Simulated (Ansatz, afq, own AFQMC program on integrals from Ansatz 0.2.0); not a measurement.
**AlSiH⁺, doublet in 6-31G, levels against full CI**

```xyz
3

Si    0.0000   -0.0360    1.1654
Al    0.0000   -0.0118   -1.2249
H     0.0000    1.3177    0.3154
```

Connectivity, by distances: SiH–Al.

Basis 6-31G. Only valence electrons are correlated. Integrals, coupled cluster, full CI and functionals: Ansatz 0.2.0; the random walks run on the same integrals in our own AFQMC program. ph-AFQMC/CISD is guided by a CISD state made of CCSD amplitudes; releasing the constraint for a short imaginary time cuts its bias at the price of noise, slowly where states lie close. Error bars are statistical, one sigma.

Determinant: UHF, the one that the program's search chose, which needn't be the lowest solution. The geometry is a PBE0/def2-TZVP stationary point of this or a neighbouring charge and spin state.

Full CI on the same integrals is exact in this basis and with this determinant's frozen core.

Cautions: the search met a lower determinant of the same kind, perhaps of another symmetry (232 meV lower), and this one is a saddle point; strong correlation (T1 0.085, weight of the determinant 0.79, largest double 0.14); unrestricted determinant spin contaminated (⟨S²⟩ 0.88 against 0.75); the released energy hasn't reached full CI (23 meV above it at 2.40 1/Eh), so no released level is given (meV from the phaseless value at times in 1/Eh: -2 ± 4 at 0.24, -3 ± 3 at 0.51, -5.5 ± 2.3 at 0.99, -7.1 ± 2.1 at 1.62, -6 ± 3 at 2.40).

* T1 diagnostic: 0.0852
* weight of the determinant in the CISD state: 0.792
* ⟨S²⟩ of the determinant: 0.880
* size of the correlated space: 7 electrons in 18 orbitals

Reference: full CI, correlation energy -2.779 eV. The cautions show a poor starting determinant, so the rows tell how each method copes with it here, and full CI is the sure value.

```
        level  E − E(reference) (mEh)  share of correlation (%)
           HF                  102.13                      0.00
          MP2                   37.44                     63.34
         CCSD                    4.91                     95.19
      CCSD(T)                    1.59                     98.45
        CCSDT                    0.27                     99.74
     CCSDT(Q)                   -0.08                    100.08
       CCSDTQ                    0.00                    100.00
  ph-AFQMC/HF             5.29 ± 0.78                     94.82
ph-AFQMC/CISD             1.07 ± 0.13                     98.95
```

CCSDT and higher add their correlation energy to the determinant of the CCSD(T) run, since their own runs factorise the integrals more tightly (a shift of under 2 meV).
